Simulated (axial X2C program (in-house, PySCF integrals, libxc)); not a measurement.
# Testing model relations on CS

A bond curve at the CCSD(T) level, 2c, was computed with an in-house all-electron X2C program for linear molecules (integrals from PySCF) (basis S dyall-av4z [10s9p4d3f2g], C dyall-v4z [8s7p3d2f1g] (cores contracted in-house)) for the state Ω = 0 (closed shell). Its fit gives Re = 1.5425 Å, ωe = 1277.1 cm⁻¹, ωexe = 6.32 cm⁻¹ and αe = 5.786e-03 cm⁻¹; the masses are 31.9721 and 12.0000 u. Two-component means X2C with spin–orbit coupling and atomic mean-field Coulomb and Gaunt terms.

Correlated methods: 10 electrons correlated (number of frozen shells: S 2 s, 1 p; C 1 s), 288 virtual spin orbitals or spinors in MP2, 150 natural virtuals in coupled cluster.

(1) Find the reduced mass, Be and the force constant.

(2) A Morse curve ties αe to the other constants (Pekeris). How well does that hold?

(3) Give B0, the J = 1←0 line in GHz and the most populated J at 300 K (kT = 208.5 cm⁻¹).

(4) Estimate De from a Morse curve and compare with the computed well depth of 7.250 eV to S + C.

(5) Estimate the centrifugal constant by the Kratzer relation.

Occupations by symmetry block were frozen at the best pattern of an incomplete PBE0 search. De is counted from the lowest determinant-based energies of the atoms at the same level, without counterpoise correction. CCSD and (T) use frozen natural virtuals with an MP2 correction for the truncation; (T) itself is uncorrected, so its De runs slightly low. A 2c atom that is not at its ground J level misses part of its spin–orbit lowering, and De is too large by that part (0.04 eV or less for light atoms). This holds for CCSD(T).

Answers

(1) From the CCSD(T) values: μ = 8.7252 u. Be = 16.8576/(μ Re²) = 0.812 cm⁻¹. k = 5.8918×10⁻⁷ μ ωe² = 8.38 mdyn/Å.

(2) αe(Morse) = 6Be²/ωe × (√(ωexe/Be) − 1) = 5.545e-03 cm⁻¹; the CCSD(T) curve gives 5.786e-03 cm⁻¹, a ratio of 0.96.

(3) B0 = Be − αe/2 = 0.8091 cm⁻¹; 2B0 = 48.51 GHz; J(max) ≈ √(kT/2B0) − 1/2 = 10.9, so J = 11.

(4) De(Morse) = ωe²/(4ωexe) = 7.999 eV against 7.250 eV computed, a ratio of 1.10. For De the Morse form works well here.

(5) D = 4Be³/ωe² = 1.31e-06 cm⁻¹.
